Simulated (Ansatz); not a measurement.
# B–CH2⁺, triplet: the ladder up to full CI

Geometry: that of the B–CH2, quartet, kept fixed.

```json
{"atom": "B", "x (Å)": "0.0000", "y (Å)": "0.0000", "z (Å)": "0.8988"}
{"atom": "C", "x (Å)": "0.0000", "y (Å)": "0.0000", "z (Å)": "-0.6066"}
{"atom": "H", "x (Å)": "0.0000", "y (Å)": "-0.9127", "z (Å)": "-1.2064"}
{"atom": "H", "x (Å)": "0.0000", "y (Å)": "0.9127", "z (Å)": "-1.2064"}
```

Basis 6-31G; Ansatz 0.2.0. Correlated methods freeze the noble-gas cores, which leaves 8 electrons in 20 orbitals. Prefix R: restricted or restricted open-shell reference; prefix U: unrestricted. Active spaces: valence = (8e, 10o) chosen from the atoms' valence shells.

Full CI is exact within this basis and frozen core; it isn't the basis-set limit. The frozen core follows each run's orbitals, which can shift R against U totals by a few meV.

For open shells CISD and CISDTQ are restricted-active-space CI with the open shells as a complete middle space.

The UHF ⟨S²⟩ is 2.007. The T1 diagnostic (RCCSD) is 0.0204. The largest doubles amplitude (RCCSD) is 0.054 and the T1 diagnostic (UCCSD) is 0.0168.

```
                   level  E − E(full CI) (meV)  share of correlation (%)  wall time
                     RHF                  3210                      0.00          –
                     UHF                  3162                      1.51          –
                    RMP2                   698                     78.24          –
                    UMP2                   686                     78.62          –
                    CISD                   209                     93.47     0.45 s
                   RCCSD                    95                     97.03          –
                   UCCSD                    94                     97.08          –
                RCCSD(T)                    23                     99.29     0.39 s
                UCCSD(T)                    22                     99.31     0.39 s
                 BCCD(T)                    23                     99.27     0.39 s
                  RCCSDT                     5                     99.86          –
                  UCCSDT                     4                     99.87          –
                  CISDTQ                     5                     99.83        3 s
               RCCSDT(Q)                     1                     99.98      2.3 s
               UCCSDT(Q)                     0                    100.00      2.1 s
                 RCCSDTQ                     0                     99.99       22 s
  CASSCF (valence space)                   741                     76.93          –
  NEVPT2 (valence space)                   184                     94.27      2.8 s
  MRCISD (valence space)                    25                     99.23          –
MRCISD+Q (valence space)                    15                     99.54      5.5 s
```

The correlation energy at full CI, counted from RHF, is -3.210 eV. That run took 30 s on 1 thread of INTEL XEON PLATINUM 8581C, shared host over 5,855,680 determinants.

Times hold each run's SCF and search for its determinant on a shared host, so for small cases they say little of a method's own cost; they ran on 1 thread of INTEL XEON PLATINUM 8581C.

The full-CI state has the irrep B1 of C2v, in the program's axes.

Natural occupations of full CI about the gap: 1.975 1.963 1.952 0.993 0.983 0.029 0.025 0.022 0.020 0.020; effectively unpaired electrons, Σ n²(2−n)², 2.03.
